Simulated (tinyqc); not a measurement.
Coupled-perturbed Hartree-Fock on RHF in the sto-3g basis, for H2O, spin multiplicity 1, step by step. One step of it, computed by the program tinyqc.

Question. Response to a field: uncoupled start. Field along z; U_ai = -mu_ai / (e_a - e_i), alpha = -4 sum U_ai mu_ai.

orbital energies (hartree): MO1 -20.233989, MO2 -1.300974, MO3 -0.654027, MO4 -0.457402, MO5 -0.395709, MO6 0.666765, MO7 0.822693

dipole integrals <a|z|i> (bohr):
```
          i1         i2         i3         i4        i5
a6  0.042112  -0.132202   0.000000  -0.415262  0.000000
a7  0.000000   0.000000  -0.606178   0.000000  0.000000
```

Give: uncoupled U; uncoupled polarisability.

Answer.

uncoupled U:
```
        i1     i2     i3     i4     i5
a6  -0.002  0.067  0.000  0.369  0.000
a7   0.000  0.000  0.410  0.000  0.000
```

uncoupled polarisability = 1.645 bohr^3
